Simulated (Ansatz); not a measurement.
Results of PBEsol (plane waves, PAW; Ansatz, a first-principles code) for fcc Al.

A relaxed, unreconstructed slab of the (310) face has 20 atoms, two equal faces of 25.489 Å² each and an energy of -10487.2103 eV. A bulk cell of 10 atoms with the same orientation and in-plane k mesh has -5245.5003 eV. Energies are extrapolated to zero smearing.

Settings: plane-wave cutoff 500 eV, 14×10×1 k mesh (along the axes of the cell as run), Fermi–Dirac smearing 0.1 eV, scalar-relativistic PAW data made under PBE.

Worked out: γ = (E_slab − N E_bulk per atom)/2A = [-10487.2103 − 20 × (-5245.5003/10)]/(2 × 25.489) = 0.0744 eV/Å². With 16.022 J/m² per eV/Å² this is 1.19 J/m², or 1.90 eV per surface cell and face.
